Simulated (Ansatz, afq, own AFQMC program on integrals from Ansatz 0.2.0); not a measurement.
AFQMC on a folder of integrals that Ansatz 0.2.0 wrote.

```yaml
crystal:
  periodic: [false, false, false]
  atoms:
    - {symbol: N, position_ang: [0.410415, -2.131588, -0.980693]}
    - {symbol: Zr, position_ang: [-0.046527, -0.211048, -1.273146]}
    - {symbol: I, position_ang: [1.898315, 0.929952, -2.829131]}
    - {symbol: I, position_ang: [-2.482361, -0.064514, -2.518537]}
    - {symbol: O, position_ang: [-0.101247, 0.576747, 0.461358]}
    - {symbol: Si, position_ang: [-0.177267, 1.402431, 1.920821]}
    - {symbol: H, position_ang: [0.514214, -2.822174, -1.723936]}
    - {symbol: H, position_ang: [0.577779, -2.585771, -0.084438]}
    - {symbol: H, position_ang: [-1.587852, 1.809037, 2.176487]}
    - {symbol: H, position_ang: [0.700179, 2.604465, 1.847130]}
    - {symbol: H, position_ang: [0.294333, 0.492464, 3.004096]}
basis:
  gaussian: {orbitals: def2-SVP}
magnetization: {spin_polarized: false}
correlation: {method: ccsd_t, electrons: outside_noble_gas, hamiltonian_folder: ham}
```

```sh
$ ansatz run in.yaml --threads 1 --pin off --events-out ev --progress --plain --max-ram 16896MiB --backend cuda --devices 0, --max-vram 18GiB
```

Options of the walk:

```
--method phaseless --trial cisd --walkers 1100 --populations 20 --least-time 60 --time-step 0.005 --steps-per-block 50 --equilibration-blocks 40 --max-blocks 4000 --target-error 0.00037 --factor-cut 1e-05 --seed 4046 --release-times 0.21,0.42,0.63,0.9 --release-step 0.03 --release-every 5 --taylor-order 6
```

Times are imaginary, in 1/Eh. The walk had a cap of 361 s. With eight or more populations the least sampling time is a fifth of least-time, and the error comes from their spread. Filled inner d shells are frozen with the cores. Core potentials past Kr, no spin–orbit coupling.

Output of the walk:

```
orbitals 125  electrons 19 19  factors 1079 of 1690
reference energy -1061.10147488 Eh
CCSD correlation -0.79725621 Eh in 13 cycles, weight of the determinant in the CISD state 0.7246
energy of the start -1061.898730 Eh
 block  time / (1/Eh)  mean weight  energy / Eh
     1     0.250  1.0000  -1061.855390
     2     0.500  1.0004  -1061.870721
     3     0.750  0.9999  -1061.886896
     4     1.000  0.9998  -1061.896907
     5     1.250  0.9983  -1061.907481
    10     2.500  0.9999  -1061.922862
    37     9.250  1.0006  -1061.929734
    67    16.750  0.9995  -1061.918439
    97    24.250  1.0006  -1061.917866
   127    31.750  1.0006  -1061.931148
   157    39.250  1.0002  -1061.925423
   187    46.750  0.9998  -1061.929435
   205    51.250  0.9991  -1061.935727
   217    54.250  0.9993  -1061.927106
   247    61.750  0.9991  -1061.934355
   265    66.250  1.0011  -1061.932614
error from the spread of 20 populations
released: time / (1/Eh)  energy / Eh  error  mean overlap
  0.21  -1061.929287  0.000690  0.9943
  0.42  -1061.929317  0.000449  0.9941
  0.63  -1061.928347  0.000671  1.0022
  0.90  -1061.929861  0.000920  0.9899
energy -1061.928872 +/- 0.000496 Eh
(rows thinned)
```

The run passed its tests (sampling time, drift between the halves within three errors, error under three times the target), which doesn't prove that it has relaxed, ending at its cap on processor time.

Against this walk (error 13.5 meV) on the same determinant: CCSD(T) 111.5 meV higher. The error is statistical and leaves out the bias of the constraint. Released to 0.90 1/Eh the energy moves by -27 ± 28 meV (both errors), within twice the noise.

Cautions: constraint bias not in the error; error above the target (13.5 against 10.1 meV); no spin-orbit coupling; outer-core shells of the metal frozen; inner d shell frozen.

The walk took 6.1 min on 1 × NVIDIA H100 80GB HBM3 with 2 threads of AMD EPYC 7R13 Processor (Zen 3), with other jobs on the host (the card was shared). The log's last line is the phaseless energy.
